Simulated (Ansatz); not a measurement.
```yaml
crystal:
  periodic: [false, false, false]
  atoms:
    - {symbol: O, position_ang: [-0.490072, -1.492296, 0.808063]}
    - {symbol: C, position_ang: [0.476068, -0.804079, 0.792091]}
    - {symbol: O, position_ang: [0.634257, 0.337261, 0.053100]}
    - {symbol: C, position_ang: [-0.394558, 0.736006, -0.738706]}
    - {symbol: S, position_ang: [-0.308357, 2.052288, -1.640083]}
    - {symbol: H, position_ang: [1.397848, -0.967530, 1.363817]}
    - {symbol: H, position_ang: [-1.253887, 0.070449, -0.683982]}
basis:
  gaussian: {orbitals: ANO-RCC-VTZP, fitting: {mean_field: def2-universal-jkfit}}
total_charge: 1
magnetization: {spin_polarized: true, initial_magnetization: 2}
hamiltonian: {xc: {name: PBE0}, dispersion: d4}
output: {forces: true}
```

```sh
$ ansatz run in.yaml --threads 2 --pin off --events-out ev --progress --plain --max-ram 4352MiB
```

Question: How does Ansatz answer? (An estimate is asked.)

Answer: The calculation gave: The input was rejected before any iteration.
```
Error: a molecule whose nuclei and cores have a total charge of 46 cannot have a net charge of 1 together with 2 unpaired electrons
```
